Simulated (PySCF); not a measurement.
**dimethylaminyl: computed EPR parameters against published values**

The experiment to reproduce: a(14N N2) 41.4 MHz [1]; a(1H H4 (×6)) 76.7 MHz [1]. Sources and the comparison follow the method.

Dimethylaminyl, C2H6N (doublet state).
Atom-mapped SMILES: `[CH3:1][N:2][CH3:3]` (hydrogens: H4, H5, H6 on C1; H7, H8, H9 on C3)

Computed, not measured: UKS B3LYP, IGLO-III on C N, pcH-1 on H, non-relativistic, mean-field spin-orbit, GIAO (PySCF 2.14.0). Geometry: PBE0-D3(BJ)/def2-SVP; no solvent, vibrations or thermal averaging. No stability test was run, so a lower SCF solution isn't excluded.

```
   nucleus  computed a_iso (MHz)  published  in MHz  difference of magnitudes (MHz)                  source
    14N N2                  34.1   41.4 MHz    41.4                            -7.3                     [1]
1H H4 (×6)                  83.4   76.7 MHz    76.7                            +6.7  [1] average over six H
```

Sources: [1] measured; Vogler, Dietschreit, Peters, Ochsenfeld, Accurate hyperfine coupling constants including electron correlation and dynamic contributions (in Vogler's thesis, LMU Munich).

In relative terms the largest miss is 14N N2, by 18 %. The measured numbers hold vibrational averaging and, outside the gas phase, effects of the matrix or solvent; the computed ones belong to one rigid, isolated geometry and carry the errors of functional and basis. An EPR spectrum gives magnitudes, so published signs often rest on theory.

The Mulliken spin populations are largest on N2 (+0.94), C3 (-0.09), C1 (-0.09) and H5 (+0.06). No atom but N2 exceeds +0.15.

⟨S²⟩ = 0.7543 against the exact 0.7500, so spin contamination is small.
